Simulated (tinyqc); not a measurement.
MP2 on RHF in the sto-3g basis, for H2F+, spin multiplicity 1, step by step. One step of it, computed by the program tinyqc.

Problem. Second-order Moller-Plesset energy. E2 = sum_ijab (ia|jb) [2 (ia|jb) - (ib|ja)] / (e_i + e_j - e_a - e_b) over occupied i, j and virtual a, b; the opposite-spin part is (ia|jb)^2 / denominator, the rest is same-spin, and SCS-MP2 scales them by 6/5 and 1/3.

orbital energies (hartree): MO1 -26.573189, MO2 -1.983080, MO3 -1.102262, MO4 -1.016289, MO5 -0.996307, MO6 -0.082453, MO7 0.056077

Two-electron integrals over orbitals (pq|rs), unique and non-zero (hartree):
```
(11|11) 5.363264    (21|11) -0.508305   (21|21) 0.076327    (22|11) 1.210117
(22|21) -0.020318   (22|22) 0.859449    (31|31) 0.017310    (32|31) 0.025580
(32|32) 0.152987    (33|11) 0.972196    (33|21) -0.008332   (33|22) 0.745668
(33|33) 0.714321    (41|11) 0.117776    (41|21) -0.015407   (41|22) 0.011741
(41|33) 0.004480    (41|41) 0.027163    (42|11) -0.093442   (42|21) 0.007056
(42|22) -0.007295   (42|33) -0.007295   (42|41) 0.030349    (42|42) 0.161733
(43|31) -0.003121   (43|32) 0.008198    (43|43) 0.048667    (44|11) 1.141548
(44|21) -0.013749   (44|22) 0.811529    (44|33) 0.696967    (44|41) -0.009506
(44|42) -0.084038   (44|44) 0.866119    (51|51) 0.029573    (52|51) 0.039371
(52|52) 0.183636    (53|53) 0.037335    (54|51) -0.008519   (54|52) -0.031470
(54|54) 0.052107    (55|11) 1.264019    (55|21) -0.014387   (55|22) 0.883367
(55|33) 0.735023    (55|41) 0.003372    (55|42) -0.051637   (55|44) 0.824547
(55|55) 0.997514    (61|11) 0.190786    (61|21) -0.030056   (61|22) 0.004366
(61|33) 0.002114    (61|41) -0.006500   (61|42) -0.018887   (61|44) 0.011773
(61|55) 0.005373    (61|61) 0.018413    (62|11) -0.263882   (62|21) 0.006883
(62|22) -0.135719   (62|33) -0.083588   (62|41) -0.017280   (62|42) -0.046436
(62|44) -0.093059   (62|55) -0.139806   (62|61) 0.005425    (62|62) 0.070676
(63|31) -0.003595   (63|32) 0.023923    (63|43) 0.019452    (63|63) 0.069823
(64|11) -0.288351   (64|21) 0.004026    (64|22) -0.155481   (64|33) -0.091187
(64|41) -0.005321   (64|42) 0.012515    (64|44) -0.160436   (64|55) -0.161127
(64|61) 0.000693    (64|62) 0.059198    (64|64) 0.083758    (65|51) -0.012424
(65|52) -0.048589   (65|54) -0.010293   (65|65) 0.023784    (66|11) 0.666966
(66|21) -0.005277   (66|22) 0.550804    (66|33) 0.536456    (66|41) 0.014433
(66|42) 0.063367    (66|44) 0.524309    (66|55) 0.529495    (66|61) -0.004917
(66|62) -0.048260   (66|64) -0.025506   (66|66) 0.531761    (71|31) 0.016443
(71|32) 0.023432    (71|43) -0.003039   (71|63) -0.003079   (71|71) 0.015632
(72|31) 0.017731    (72|32) 0.070284    (72|43) -0.020699   (72|63) -0.024233
(72|71) 0.016276    (72|72) 0.057220    (73|11) 0.429825    (73|21) -0.008205
(73|22) 0.219096    (73|33) 0.166281    (73|41) -0.001011   (73|42) -0.055578
(73|44) 0.200872    (73|55) 0.238277    (73|61) 0.004707    (73|62) -0.066065
(73|64) -0.094526   (73|66) 0.015608    (73|73) 0.165106    (74|31) -0.006783
(74|32) -0.052325   (74|43) 0.005060    (74|63) -0.045399   (74|71) -0.006513
(74|72) -0.010716   (74|74) 0.049153    (75|53) 0.025644    (75|75) 0.019731
(76|31) -0.008922   (76|32) -0.087277   (76|43) -0.052040   (76|63) -0.086835
(76|71) -0.008514   (76|72) 0.004439    (76|74) 0.062464    (76|76) 0.162700
(77|11) 0.769905    (77|21) -0.007342   (77|22) 0.595693    (77|33) 0.595170
(77|41) 0.003013    (77|42) 0.007274    (77|44) 0.573241    (77|55) 0.584138
(77|61) 0.001968    (77|62) -0.040964   (77|64) -0.031351   (77|66) 0.525162
(77|73) 0.067033    (77|77) 0.560497
```

Hartree-Fock energy = -98.83265925 hartree

Give: Terms; Pair energies; MP2 correlation energy; SCS-MP2 correlation energy; MP2 total energy.

Solution.

Terms:

| i | j | a | b | (ia\|jb) | (ib\|ja) | denominator | term |
|---|---|---|---|---|---|---|---|
| 3 | 3 | 7 | 7 | 0.1651 | 0.1651 | -2.3167 | -0.0118 |
| 3 | 4 | 7 | 6 | -0.0945 | -0.0454 | -2.0922 | -0.0065 |
| 4 | 3 | 6 | 7 | -0.0945 | -0.0454 | -2.0922 | -0.0065 |
| 4 | 4 | 6 | 6 | 0.0838 | 0.0838 | -1.8677 | -0.0038 |
| 3 | 3 | 6 | 6 | 0.0698 | 0.0698 | -2.0396 | -0.0024 |
| 3 | 2 | 7 | 6 | -0.0661 | -0.0242 | -3.0590 | -0.0023 |
| 2 | 3 | 6 | 7 | -0.0661 | -0.0242 | -3.0590 | -0.0023 |
| 2 | 2 | 6 | 6 | 0.0707 | 0.0707 | -3.8013 | -0.0013 |
| 2 | 4 | 6 | 6 | 0.0592 | 0.0592 | -2.8345 | -0.0012 |
| 4 | 2 | 6 | 6 | 0.0592 | 0.0592 | -2.8345 | -0.0012 |
| 4 | 4 | 7 | 7 | 0.0492 | 0.0492 | -2.1447 | -0.0011 |
| 2 | 2 | 7 | 7 | 0.0572 | 0.0572 | -4.0783 | -0.0008 |
| 5 | 5 | 6 | 6 | 0.0238 | 0.0238 | -1.8277 | -3.09e-04 |
| 5 | 5 | 7 | 7 | 0.0197 | 0.0197 | -2.1048 | -1.85e-04 |
| 3 | 2 | 6 | 7 | -0.0242 | -0.0661 | -3.0590 | 1.39e-04 |
| 2 | 3 | 7 | 6 | -0.0242 | -0.0661 | -3.0590 | 1.39e-04 |
| 3 | 4 | 6 | 7 | -0.0454 | -0.0945 | -2.0922 | 8.09e-05 |
| 4 | 3 | 7 | 6 | -0.0454 | -0.0945 | -2.0922 | 8.09e-05 |
| 4 | 2 | 7 | 7 | -0.0107 | -0.0107 | -3.1115 | -3.69e-05 |
| 2 | 4 | 7 | 7 | -0.0107 | -0.0107 | -3.1115 | -3.69e-05 |
| 2 | 1 | 7 | 7 | 0.0163 | 0.0163 | -28.6684 | -9.24e-06 |
| 1 | 2 | 7 | 7 | 0.0163 | 0.0163 | -28.6684 | -9.24e-06 |
| 1 | 1 | 6 | 6 | 0.0184 | 0.0184 | -52.9815 | -6.40e-06 |
| 1 | 1 | 7 | 7 | 0.0156 | 0.0156 | -53.2585 | -4.59e-06 |
| 1 | 3 | 6 | 7 | 0.0047 | -0.0031 | -27.6491 | -2.13e-06 |
| 3 | 1 | 7 | 6 | 0.0047 | -0.0031 | -27.6491 | -2.13e-06 |
| 1 | 4 | 7 | 7 | -0.0065 | -0.0065 | -27.7016 | -1.53e-06 |
| 4 | 1 | 7 | 7 | -0.0065 | -0.0065 | -27.7016 | -1.53e-06 |
| 3 | 1 | 6 | 7 | -0.0031 | 0.0047 | -27.6491 | -1.21e-06 |
| 1 | 3 | 7 | 6 | -0.0031 | 0.0047 | -27.6491 | -1.21e-06 |
| 1 | 2 | 6 | 6 | 0.0054 | 0.0054 | -28.3914 | -1.04e-06 |
| 2 | 1 | 6 | 6 | 0.0054 | 0.0054 | -28.3914 | -1.04e-06 |
| 4 | 1 | 6 | 6 | 0.0007 | 0.0007 | -27.4246 | -1.75e-08 |
| 1 | 4 | 6 | 6 | 0.0007 | 0.0007 | -27.4246 | -1.75e-08 |

Pair energies (hartree; pair i-j sums ij and ji):

| pair | opposite spin | same spin |
|---|---|---|
| 1-1 | -1.10e-05 | 0.0000 |
| 2-1 | -2.06e-05 | 0.0000 |
| 2-2 | -0.0021 | 0.0000 |
| 3-1 | -2.29e-06 | -4.39e-06 |
| 3-2 | -0.0032 | -0.0011 |
| 3-3 | -0.0142 | 0.0000 |
| 4-1 | -3.10e-06 | 0.0000 |
| 4-2 | -0.0025 | 0.0000 |
| 4-3 | -0.0105 | -0.0023 |
| 4-4 | -0.0049 | 0.0000 |
| 5-5 | -4.94e-04 | 0.0000 |

MP2 correlation energy = -0.041440 hartree

SCS-MP2 correlation energy = -0.046733 hartree

MP2 total energy = -98.874099 hartree
